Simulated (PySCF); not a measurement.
## Löwdin shares of the frontier orbitals

Butanenitrile, C₄H₇N.
Structure used (PBE0-D3(BJ)/def2-SVP), in Å, numbered top down from 1:
```xyz
12
C4H7N angstrom
C     -1.578   -0.245   -0.085
C     -0.129   -0.554    0.249
C      0.800    0.615   -0.086
C      2.198    0.344    0.223
N      3.300    0.105    0.482
H     -2.231   -1.094    0.162
H     -1.942    0.630    0.477
H     -1.706   -0.027   -1.158
H      0.208   -1.448   -0.301
H     -0.027   -0.797    1.319
H      0.496    1.519    0.469
H      0.727    0.870   -1.157
```

Computed with TDDFT wB97X-D/def2-SVPD, vertical, gas phase, core orbitals frozen in the response in PySCF 2.14.0, density-fitted response routines.

Kohn–Sham orbitals with the atoms that hold most of them (Löwdin shares over 4%, at most four atoms; ? is withheld):

```json
{"orbital": "LUMO+2", "ε (eV)": "2.77", "atoms": "N5 26%, C4 24%, C3 12%, H12 9%"}
{"orbital": "LUMO+1", "ε (eV)": "2.76", "atoms": "C4 22%, N5 21%, C1 12%, C3 11%"}
{"orbital": "LUMO", "ε (eV)": "1.99", "atoms": "?"}
{"orbital": "HOMO", "ε (eV)": "-11.22", "atoms": "N5 42%, C4 31%, C3 10%, C2 8%"}
{"orbital": "HOMO-1", "ε (eV)": "-11.23", "atoms": "N5 42%, C4 31%, C3 11%, H12 5%"}
{"orbital": "HOMO-2", "ε (eV)": "-12.04", "atoms": "C2 25%, C1 21%, H9 10%, H10 10%"}
{"orbital": "HOMO-3", "ε (eV)": "-12.19", "atoms": "N5 70%, C4 16%, C3 4%"}
```

**Question.** Which atoms hold the LUMO, and with what shares?

**Answer.** C1 (bonded to C and 3 H) 18%; C3 (bonded to 2 C and 2 H) 16%; C4 (bonded to C and N) 13%; C2 (bonded to 2 C and 2 H) 11%.

Within 0.005 eV of a neighbour in this list lie LUMO+1/LUMO+2 (point group found: Cs); within a degenerate set the shares of single atoms can hang on how the components are chosen.

**Question.** How does S1 compare with the orbital gap of 13.21 eV?

**Answer.** S1 is at 7.72 eV (f = 0.0000), 5.49 eV below the gap, made of HOMO-1→LUMO+3 (28%), HOMO→LUMO+2 (17%), HOMO→LUMO+1 (13%). Without the coupling terms of the response equations the lowest excitation would equal the gap.

Next come S2 at 8.08 eV (f 0.0043), HOMO-1→LUMO+2 (22%), HOMO→LUMO+3 (21%), HOMO-1→LUMO+1 (20%); S3 at 8.09 eV (f 0.0010), HOMO→LUMO+2 (30%), HOMO→LUMO+1 (27%), HOMO-1→LUMO+3 (14%); S4 at 9.01 eV (f 0.0073), HOMO-1→LUMO (57%), HOMO-1→LUMO+3 (31%); S5 at 9.07 eV (f 0.016), HOMO→LUMO (63%), HOMO→LUMO+3 (24%).

Löwdin shares depend on the basis, the more so with diffuse functions.

The run took 88 s wall (grids of density and orbitals included) on an Arm Neoverse V1 with one thread, shared host with 32 logical CPUs at a one-minute load of 15, and the process peaked at 0.67 GiB of memory.

One conformer stands for the species.
